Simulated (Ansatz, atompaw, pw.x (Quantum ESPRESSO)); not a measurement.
**aluminium: one change to the PAW (atompaw) potential, in the atom and in the fcc crystal**

```
Element                 : aluminium
Generator               : atompaw 4.2.0.5
Type                    : PAW
Functional              : PBEsol
Relativity              : scalar-relativistic
Frozen core             : [Ne]
Valence charge          : 3
Reference configuration : 3s2 3p1
Partial waves           : 3s (bound): rc 3.00 bohr; 3s channel at 2.35 Ry: rc 2.25 bohr; 3p (bound): rc 3.00 bohr; 3p channel at 0.65 Ry: rc 3.00 bohr
Local potential         : troulliermartins scheme with l = 2 at 1 Ry, radius 2.90 bohr
Core correction         : smooth core density matched at 1.55 bohr
Augmentation charge     : besselshape compensation charge, radius 2.45 bohr; PAW radius 3.00 bohr; waves and projectors: custom polynom2 7 10 vanderbiltortho
```

Change: all radii scaled by about 1.14 (s 3.42, p 3.42 bohr); local potential troulliermartins scheme with l = 2 at 1 Ry, radius 3.30 bohr; augmentation besselshape compensation charge, radius 2.80 bohr; PAW radius 3.42 bohr; waves and projectors: custom polynom2 7 10 vanderbiltortho; core correction smooth core density matched at 1.76 bohr.

Cutoffs, loose and tight: the cutoffs (Ry, on a coarse ladder) from which the occupation-weighted sum of valence levels, in a spherical-Bessel basis at the reference potential, stays within 10 and 1 mRy of its value at 400 Ry. They see the waves and projectors alone, not the compensation charge or the core.

Crystal test: fcc Al in pw.x 7.5, no spin, 14³ k-points, Fermi–Dirac smearing 0.01 Ry, cutoffs set for each file from its atomic test. The reference is all-electron LAPW (Ansatz 0.2.0) with the same functional, mesh and smearing; V0 and B0 come from Birch–Murnaghan fits to the pressures at five volumes. Errors are pseudo minus all-electron; Δ is the rms difference of the E(V) curves that follow from these fits, minima aligned, over ±6 % about the mean V0. Mesh and smearing are coarse, so the numbers serve the comparison and aren't converged zero-temperature values; the lattice is a test structure that the element need not adopt.

All-electron: a0 = 4.015 Å (V0 = 16.18 Å³/atom), B0 = 81.2 GPa.

Task: Does the change bring the crystal closer to the all-electron result?

Result: The mean pressure error goes from +3.26 to -13.22 GPa, so the change moves the solid further from the all-electron pressures.

```json
{"quantity": "outcome (atom)", "base": "generated", "changed": "generated"}
{"quantity": "cutoff, loose (atom)", "base": "8 Ry", "changed": "6 Ry"}
{"quantity": "cutoff, tight (atom)", "base": "18 Ry", "changed": "12 Ry"}
{"quantity": "bound ghosts (atom)", "base": "none", "changed": "none"}
{"quantity": "cutoffs in pw.x (Ry)", "base": "40/400", "changed": "40/400"}
{"quantity": "a0 (Å)", "base": "4.065", "changed": "–"}
{"quantity": "a0 error (%)", "base": "+1.26", "changed": "–"}
{"quantity": "B0 error (%)", "base": "-3.6", "changed": "–"}
{"quantity": "Δ (meV/atom)", "base": "10.9", "changed": "–"}
{"quantity": "mean pressure error (GPa)", "base": "+3.26", "changed": "-13.22"}
```

A dash: not determined, or the minimum lies outside the volumes sampled.

Base: The largest radius (3.00 bohr) exceeds half the bond length (2.68 bohr), so the spheres overlap, which is one possible source of error among others. This is a poor potential for the solid. The logarithmic derivative shows an extra or strongly shifted pseudo pole above the reference energy (s near 0.70 Ry). Changed file: The largest radius (3.42 bohr) exceeds half the bond length (2.68 bohr), so the spheres overlap, which is one possible source of error among others. This is a poor potential for the solid.
